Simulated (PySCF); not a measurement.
Compound: carbonyl fluoride, CF2O.
SMILES with atom numbers: `[O:1]=[C:2]([F:3])[F:4]`

Method used: PySCF 2.14.0, PBE0-D3(BJ)/def2-SVP geometry optimisation, gas phase.

Problem. What internal coordinates does the optimisation give?

Solution. 
| bond | length (pm) | order |
| --- | --- | --- |
| O1=C2 | 117.1 | double |
| C2–F3, C2–F4 | 130.7 | single |

Bonds in one row agree within 1 pm and their mean is given. Orders are formal, as drawn. A selection of angles:
| angle | degrees |
| --- | --- |
| O1–C2–F3 | 126.1 |
| F3–C2–F4 | 108.0 |

The 4 heavy atoms lie in one plane (0.000 Å rms).

Point group: C2v (every atom within 0.08 Å of its image). Not checked by PBE0-D3(BJ)/def2-SVP frequencies.

Time: 4.7 s of wall time; peak memory 0.27 GiB. Hardware: one thread, Intel Xeon Platinum 8488C (x86_64), no GPU, shared host. That covers the optimisation of the geometry.

***

CdMeBr, CH3BrCd (singlet state).
Bonds: Cd1–C2, Cd1–Br6. Hydrogens: H3, H4, H5 on C2.

Method used: PySCF, PBE0-D3(BJ)/def2-SVP geometry optimisation, gas phase, def2 core potentials past Kr.

(1) List the bond lengths and angles at this level.

## Answers

(1) 
```tsv
bond	length (Å)
Cd1–C2	2.104
Cd1–Br6	2.431
C2–H3, C2–H4, C2–H5	1.099
```

Bonds in one row agree within 0.01 Å and their mean is given. A selection of angles:
```tsv
angle	degrees
C2–Cd1–Br6	179.2
Cd1–C2–H3	110.2
H3–C2–H4	109.0
```

Point group: C3v (tolerance 0.08 Å). No PBE0-D3(BJ)/def2-SVP frequencies stand behind this structure, so it isn't proved a minimum.

On an x86-64 server with one thread (shared host), this took 7.6 s of wall time. That covers the optimisation of the geometry.

***

Compound: CHF2CN, C2HF2N.
Bonds: N1–C2 (triple), C2–C3, C3–F4, C3–F5. Hydrogens: H6 on C3.

The geometry is computed with GFN2-xTB (gas phase).

Question: Give the optimised bond lengths and angles.

Answer: 
```csv
bond,length (bohr),order
N1≡C2,2.153,triple
C2–C3,2.771,single
"C3–F4, C3–F5",2.552,single
C3–H6,2.089,single
```

Bonds in one row agree within 0.02 bohr and their mean is given. Orders are formal, as drawn. A selection of angles:
```csv
angle,degrees
N1–C2–C3,179.3
C2–C3–F4,110.8
C2–C3–H6,110.8
F4–C3–F5,107.4
F4–C3–H6,108.5
F5–C3–H6,108.5
```

Point group: Cs (tolerance 0.08 Å). Not checked by GFN2-xTB frequencies.
